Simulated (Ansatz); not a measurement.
# C4H7N: how energies converge with the basis set

The task here is to estimate one member of a computed series from the others.

Computed with Ansatz 0.2.0, Gaussian basis. Level: one geometry, several basis sets.

Levels to be run: PBE0-D4/def2-SVP; ωB97M-V/def2-SVP; PBE0-D4/def2-QZVPP; ωB97M-V/def2-QZVPP; the functionals' def2-TZVPP values are taken from earlier runs.

### The geometry

The geometry comes from an earlier relaxation with PBE0-D4 in a triple-zeta def2 set; it is a stationary point, not always the lowest conformer.

SMILES `C=CNC=C`, 12 atoms, charge 0, spin multiplicity 1.

Atoms are counted from 1 here; the program's logs count them from 0.

Bond lengths: C1–C2 1.333 Å, C1–H6 1.084 Å, C1–H7 1.080 Å, C2–N3 1.372 Å, C2–H8 1.086 Å, N3–C4 1.372 Å, N3–H9 1.007 Å, C4–C5 1.333 Å, C4–H10 1.086 Å, C5–H11 1.084 Å, C5–H12 1.080 Å. Angles: C2–C1–H6 122.2°, C2–C1–H7 120.0°, H6–C1–H7 117.8°, C1–C2–N3 126.1°, C1–C2–H8 120.6°, N3–C2–H8 113.4°, C2–N3–C4 124.6°, C2–N3–H9 117.7°, C4–N3–H9 117.7°, N3–C4–C5 126.1°, N3–C4–H10 113.4°, C5–C4–H10 120.6°, C4–C5–H11 122.2°, C4–C5–H12 120.0°, H11–C5–H12 117.8°.

As a file:

```xyz
12

C    -0.4755    1.9800    1.3004
C    -0.5922    0.7286    0.8558
N     0.1917    0.1344   -0.1009
C     0.0446   -1.1584   -0.5363
C     0.7878   -1.7643   -1.4624
H     0.2820    2.6583    0.9244
H    -1.1492    2.3477    2.0600
H    -1.3612    0.0717    1.2513
H     0.9271    0.6863   -0.5125
H    -0.7671   -1.6880   -0.0466
H     1.6043   -1.2611   -1.9680
H     0.5846   -2.7903   -1.7310
```

The first run:

File in.yaml:

```yaml
crystal:
  periodic: [false, false, false]
  atoms:
    - {symbol: C, position_ang: [-0.475529, 1.979984, 1.300356]}
    - {symbol: C, position_ang: [-0.592169, 0.728572, 0.855832]}
    - {symbol: N, position_ang: [0.191720, 0.134441, -0.100865]}
    - {symbol: C, position_ang: [0.044611, -1.158414, -0.536326]}
    - {symbol: C, position_ang: [0.787845, -1.764337, -1.462445]}
    - {symbol: H, position_ang: [0.282018, 2.658340, 0.924410]}
    - {symbol: H, position_ang: [-1.149169, 2.347721, 2.059962]}
    - {symbol: H, position_ang: [-1.361154, 0.071712, 1.251265]}
    - {symbol: H, position_ang: [0.927083, 0.686320, -0.512545]}
    - {symbol: H, position_ang: [-0.767126, -1.687995, -0.046638]}
    - {symbol: H, position_ang: [1.604275, -1.261142, -1.968029]}
    - {symbol: H, position_ang: [0.584594, -2.790301, -1.730978]}
basis:
  gaussian: {orbitals: def2-SVP}
hamiltonian: {xc: pbe0, dispersion: d4}
output: {orbitals: {seedname: orbitals}}
```

Steps of the session up to this table: PBE0-D4 in def2-SVP; ωB97M-V in def2-SVP; PBE0-D4 in def2-QZVPP; ωB97M-V in def2-QZVPP.

One table of the session follows, with a row left open; its other results are not shown here.

It belongs to the step «Functionals by basis». 

```
functional       basis  HOMO (eV)  LUMO (eV)
   PBE0-D4    def2-SVP          ?          ?
   PBE0-D4  def2-TZVPP      -5.64       0.34
   PBE0-D4  def2-QZVPP      -5.67       0.25
   ωB97M-V    def2-SVP      -7.61       2.71
   ωB97M-V  def2-TZVPP      -7.73       2.39
   ωB97M-V  def2-QZVPP      -7.75       1.87
```

Q: Estimate the row for PBE0-D4, def2-SVP from the others.

The run gave: HOMO (eV): -5.53; LUMO (eV): 0.56. In the column «HOMO (eV)» it is the highest.
